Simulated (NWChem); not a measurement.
hydrogen isocyanide (CHN); SMILES [C-]#[NH+]

```xyz
3

C      0.0000     0.0000     0.7364
N      0.0000     0.0000    -0.4270
H      0.0000     0.0000    -1.4242
```
Atoms are numbered in this order, from 1.

Program: NWChem. Pople sets run with spherical d functions. Geometry: optimised at PBE0-D3(BJ)/def2-TZVP. GIAO values for the isolated, static molecule; σ is the absolute isotropic shielding.

**Question.** Taking PBE/pcSseg-2 as the yardstick, which of these has the fewest basis functions while keeping “σ N2 (ppm)” within 2 ppm of it: PBE/IGLO-II; PBE/def2-SVP; PBE/6-311G**; PBE/def2-TZVP; PBE/IGLO-III; PBE/6-31G*?

**Answer.** PBE/IGLO-III.
| level | basis functions | σ N2 (ppm) |
|---|---|---|
| PBE/6-31G* | 30 | 121.7 |
| PBE/def2-SVP | 33 | 116.5 |
| PBE/6-311G** | 42 | 101.6 |
| PBE/IGLO-II | 50 | 99.0 |
| PBE/def2-TZVP | 68 | 99.6 |
| PBE/IGLO-III | 80 | 92.5 |
| PBE/pcSseg-2 | 86 | 92.0 |

The yardstick is one finite set, not the basis-set limit.
